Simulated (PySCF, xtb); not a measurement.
CH₂O₂, SMILES O=CO (connectivity only; charge and spin as stated), charge +1, multiplicity 2. Other conformers were not sampled.

Harmonic wavenumbers (cm⁻¹) from GFN2-xTB run with xtb at its own minimum, in rising order: 546, 582, 797, 1023, 1034, 1256, 1881, 2017, 3123.

What does r2SCAN-D4/def2-TZVP (PySCF) give at its own minimum? (The exact figures need the calculation; the answer reports its results.)

454, 712, 995, 1171, 1209, 1374, 1530, 2985, 3570. Paired by order, the mean absolute difference is 292 cm⁻¹ and the zero-point energies are 17.5 and 20.0 kcal/mol.
